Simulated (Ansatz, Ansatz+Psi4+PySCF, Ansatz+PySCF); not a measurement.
```tsv
atom	x (Å)	y (Å)	z (Å)
Cl	0.0000	0.0000	0.0711
H	0.0000	0.0000	-3.7688
```

Basis set: cc-pVTZ on H; cc-pV(T+d)Z on Cl (spherical functions). Frozen core: 5 orbitals. Charge 0, multiplicity 1.

Computed with Ansatz (development build ahead of 0.2.0); each method stands on the lowest determinant of its kind that the runs found. Restricted open shells among the atoms or ions are ROHF, correlated in semicanonical orbitals with singles.

The atomization energy at this shape (free ground-state atoms in the same class of orbitals less the molecule, no zero-point energy) of singlet HCl in separate pieces:

```json
{"method": "UHF-CCSD(T)", "atomization energy": "0.00 eV"}
{"method": "UHF-MP2", "atomization energy": "0.00 eV"}
{"method": "RHF", "atomization energy": "-4.84 eV"}
{"method": "UHF", "atomization energy": "0.00 eV"}
```

(1) What does RHF-MP2 give?

Answers

(1) -1.09 eV. Caution: the shape is not the minimum. Caution for UHF-CCSD(T), UHF-MP2: a plain start can end on a higher determinant. Caution for UHF-CCSD(T), UHF-MP2, UHF: the unrestricted determinant is a mixture of spin states. Caution for RHF-MP2, RHF: an unrestricted determinant lies well below; the molecule lies well above its atoms at this level. Caution for RHF-MP2: large amplitudes, a single reference is doubtful.
